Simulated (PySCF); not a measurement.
**Orbital picture of Na₂**

ωB97X at R = 3.120 Å; basis Na def2-SVPD; no relativity; PySCF 2.14. State: ¹Σg⁺ (singlet), closed shell. Only the outer orbitals are listed.

| orbital | occ. | ε (eV) | main shells (%) |
| --- | --- | --- | --- |
| σg | 2 | -34.05 | 100 p |
| πu | 2 | -34.03 | 100 p |
| πu | 2 | -34.03 | 100 p |
| πg | 2 | -34.02 | 100 p |
| πg | 2 | -34.02 | 100 p |
| σu | 2 | -34.00 | 100 p |
| σg | 2 | -4.94 | 93 s |
| σu | 0 | -0.16 | 71 p, 28 s |
| πu | 0 | 0.54 | 100 p |
| πu | 0 | 0.54 | 100 p |

Question: Which are the highest filled and the lowest empty level, where do they sit, and how wide is the gap?

Answer: Highest filled σg at -4.94 eV (in %: 93 s); lowest empty σu at -0.16 eV (in %: 71 p, 28 s); the gap at ωB97X is 4.78 eV.

| Quantity | Value |
| --- | --- |
| bond order (Mayer) | 1.01 |
| ⟨S²⟩ | 0.000 |

Closed-shell solutions of metal pairs were not tested for spin polarisation, which can lower them a little.
